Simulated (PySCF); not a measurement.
Bonds (- single, = double, # triple, : aromatic): C1#P2 1.540 Å. C1 carries H3.

Geometry: PBE0-D3(BJ)/def2-SVP; GIAO shifts from PySCF 2.14, gas phase, non-relativistic, averaged over equivalent atoms.

At PBE0/def2-TZVP (74 basis functions, 2 s wall time on 1 thread of an Arm Neoverse V2, shared host):
| atoms | δ (ppm) |
| --- | --- |
| C1 | 164.7 |
| P2 | -30.6 |
| H3 | 2.12 |

References, each an isolated molecule treated in the same way: $^{13}$C (σref 186.65) and $^{1}$H (σref 31.48) vs TMS; $^{31}$P (σref 280.95) vs H3PO4.

Task: Predict the values at B97-2/pcSseg-2 on the same geometry.

Result: 
| atoms | δ at B97-2/pcSseg-2 | change |
| --- | --- | --- |
| C1 | 166.0 | +1.3 |
| P2 | -31.0 | -0.4 |
| H3 | 2.13 | +0.01 |

References, each an isolated molecule treated in the same way: $^{13}$C (σ = 183.46 ppm), $^{1}$H (σ = 31.36 ppm) vs TMS; $^{31}$P (σ = 303.21 ppm) vs H3PO4.

The largest change is at C1 (carbon bonded to P, H). Cost: 93 basis functions, 1.2 s wall time on 1 thread of an Arm Neoverse V2, shared host.

Experimental scales use liquid or dissolved standards, which lie at an offset from isolated H3PO4.
